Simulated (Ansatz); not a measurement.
The input, for Ansatz 0.2.0:

```yaml
crystal:
  periodic: [false, false, false]
  atoms:
    - {symbol: P, position_ang: [0.039991, 0.006690, 0.000000]}
    - {symbol: H, position_ang: [0.155941, 0.006690, -1.514668]}
    - {symbol: H, position_ang: [-0.672545, 0.852579, 0.000000]}
    - {symbol: H, position_ang: [-0.868266, -1.071548, 0.000000]}
    - {symbol: H, position_ang: [0.155941, 0.006690, 1.514668]}
basis:
  gaussian: {orbitals: 6-31G}
magnetization: {spin_polarized: false, initial_magnetization: 1}
correlation: {method: fic_mrcisd_q, electrons: outside_noble_gas, active_space: {window: {electrons: 3, orbitals: 3}}}
```

```sh
$ ansatz run in.yaml --threads 1 --pin off --events-out ev --progress --plain --max-ram 2393MiB
```

The program prints:

```
268 factors; integrals over basis functions are off by at most 2.4e-4 eV
mean field evaluation 1: about -9327.4608 eV, gradient 9.1e0 eV
mean field evaluation 2: about -9327.4658 eV, gradient 9.1e0 eV
mean field evaluation 4: about -9327.8707 eV, gradient 2.7e-1 eV
mean field evaluation 8: about -9327.8711 eV, gradient 1.3e-6 eV
mean field -9327.87112070 eV, -342.7929410275 hartree, gradient 1.9e-6 eV, S^2 0.750000; 0 other end points of the search recorded, 0 dependent functions left out
reference -9327.87112070 eV, -342.7929410275 hartree; 10, 9 occupied and 11, 12 virtual orbitals, 268 factors
state -9328.40546929 eV, -342.8125779760 hartree
contracted CI cycle   1: correlation 0.00000000 eV, 0.0000000000 hartree, residual 1.01e1 eV
contracted CI cycle   2: correlation -1.92514100 eV, -0.0707476268 hartree, residual 1.81e0 eV
contracted CI cycle   3: correlation -1.99331886 eV, -0.0732531168 hartree, residual 5.09e-1 eV
contracted CI cycle   4: correlation -1.99872666 eV, -0.0734518501 hartree, residual 1.62e-1 eV
contracted CI cycle   5: correlation -1.99924575 eV, -0.0734709262 hartree, residual 4.75e-2 eV
contracted CI cycle   6: correlation -1.99930026 eV, -0.0734729295 hartree, residual 1.58e-2 eV
contracted CI cycle   7: correlation -1.99930556 eV, -0.0734731240 hartree, residual 5.09e-3 eV
contracted CI cycle   8: correlation -1.99930614 eV, -0.0734731455 hartree, residual 1.41e-3 eV
state -9328.40546929 eV, -342.8125779760 hartree; corrected -9330.49989475 eV, -342.8895466919 hartree
state -9328.32754649 eV, -342.8097143662 hartree
contracted CI cycle   1: correlation 0.00000000 eV, 0.0000000000 hartree, residual 1.00e1 eV
contracted CI cycle   2: correlation -1.99950808 eV, -0.0734805668 hartree, residual 1.75e0 eV
contracted CI cycle   3: correlation -2.06810202 eV, -0.0760013475 hartree, residual 4.99e-1 eV
contracted CI cycle   4: correlation -2.07340207 eV, -0.0761961205 hartree, residual 1.51e-1 eV
contracted CI cycle   5: correlation -2.07386842 eV, -0.0762132588 hartree, residual 5.43e-2 eV
contracted CI cycle   6: correlation -2.07393387 eV, -0.0762156641 hartree, residual 1.81e-2 eV
contracted CI cycle   7: correlation -2.07394147 eV, -0.0762159433 hartree, residual 6.38e-3 eV
contracted CI cycle   8: correlation -2.07394236 eV, -0.0762159759 hartree, residual 2.14e-3 eV
contracted CI cycle   9: correlation -2.07394245 eV, -0.0762159792 hartree, residual 7.26e-4 eV
state -9328.32754649 eV, -342.8097143662 hartree; corrected -9330.51143085 eV, -342.8899706361 hartree
state -9328.32754649 eV, -342.8097143662 hartree; corrected -9330.51143085 eV, -342.8899706361 hartree
the orbitals are reached from a further start. From the first start the search ends at -9328.40546085 eV, -342.8125776659 hartree
WARN: the results are in doubt because another end's mean lies 0.078 eV lower, and its corrected mean 0.012 eV higher
Total energy: -9330.51143085 eV, -342.8899706361 hartree
In doubt: another end's mean lies 0.078 eV lower, and its corrected mean 0.012 eV higher
```

Natural occupations: 1.9746 1.0003 0.0252.

For the same geometry and basis full CI lies 9.4 meV higher.

Ran on 1 thread of Intel Xeon Platinum 8488C, shared host: 0.54 s wall, 0.1 GiB peak host memory.
